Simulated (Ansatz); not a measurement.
Q: Name a neutral molecule of C, N, O and H with HOMO energy (PBE/def2-TZVPP) between -5.95 and -5.65 eV and zero-point energy (PBE0-D4/def2-TZVP) between 264 and 280 kJ/mol (Ansatz, PBE0-D4/def2-TZVP geometry).

A: `NCC(O)O` (-5.91 eV, 273.5 kJ/mol); `NCCC=O` (-5.72 eV, 269.1 kJ/mol); `CC(N)C=O` (-5.66 eV, 267.9 kJ/mol); `CN(C)C=O` (-5.80 eV, 269.3 kJ/mol); `CCNC=O` (-5.78 eV, 270.8 kJ/mol); `NC(O)CO` (-5.71 eV, 272.0 kJ/mol). Other molecules can fit too; these were computed, each in one conformer that needn't be the lowest.
